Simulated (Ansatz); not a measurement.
# Which isomer of H7N2Si+ gives these data?

These gas-phase data were calculated for one isomer of H7N2Si+ at B3LYP-D3(BJ)/def2-SVP (harmonic, unscaled wavenumbers; equilibrium rotational constants with average atomic masses):

```
rotational constants            : 24.52, 5.046, 4.584 GHz
all wavenumbers above 1500 cm⁻¹ : 3575, 3480, 3435, 3324, 2343, 2325, 2292, 1661, 1619
```

Candidates:

(1) `N[SiH2][NH3+]`, a singlet
(2) `N[NH2+][SiH3]`, a singlet
(3) `[NH3+][SiH-][NH3+]`, a singlet

Task: Assign the data to one candidate and say why.

Result: Candidate (2). 4 modes lie between 3250 and 3800 cm⁻¹, one for each N–H bond, while (1) has 5, (3) has 6.

The same quantities for all candidates:

|  | rotational constants (GHz) | wavenumbers above 1500 cm⁻¹ | E above the lowest, B3LYP-D3(BJ)/def2-SVP (kcal/mol) |
| --- | --- | --- | --- |
| (1) | 17.44, 5.913, 4.937 | 3656, 3567, 3496, 3490, 3396, 2340, 2312, 1615, 1608, 1540 | 0.0 |
| (2) | 24.52, 5.046, 4.584 | 3575, 3480, 3435, 3324, 2343, 2325, 2292, 1661, 1619 | 58.8 |
| (3) | 12.54, 5.834, 4.323 | 3519, 3519, 3497, 3497, 3410, 3409, 2082, 1635, 1623, 1623, 1613 | 22.2 |

Each candidate is one conformer. Programs: Ansatz 0.2.0.
